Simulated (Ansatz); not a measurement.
AlH3OSi, SMILES `[O]1[AlH][SiH2]1` at its PBE0-D4/def2-TZVP geometry, where that method's forces vanish. Charge 0, multiplicity 1.

| atom | x (Å) | y (Å) | z (Å) |
| --- | --- | --- | --- |
| O1 | 0.420 | 0.732 | 0.695 |
| Al2 | -1.242 | 0.558 | 0.212 |
| Si3 | 0.644 | -0.576 | -0.349 |
| H4 | -2.512 | 1.388 | 0.644 |
| H5 | 1.530 | -0.293 | -1.512 |
| H6 | 1.159 | -1.809 | 0.310 |

(1) For each bond, give half the difference of the two atoms' forces along it (eV/Å; positive pushes the atoms apart) under PBE-D4, r2SCAN-D4, B3LYP-D4, ωB97M-V in def2-TZVPP. (Estimate.)

## Answers

(1) Computed: 
```
   bond  length (Å)  PBE-D4  r2SCAN-D4  B3LYP-D4  ωB97M-V
 O1–Al2       1.740    0.48       0.10      0.11     0.03
 O1–Si3       1.688    0.55       0.14      0.15     0.07
Al2–Si3       2.271    0.28       0.11      0.25     0.16
 Al2–H4       1.578   -0.06      -0.05     -0.16    -0.18
 Si3–H5       1.489    0.00      -0.04     -0.12    -0.13
 Si3–H6       1.489    0.00      -0.04     -0.12    -0.13
```

B3LYP here is the variant with VWN-RPA as its local correlation; programs differ in this.
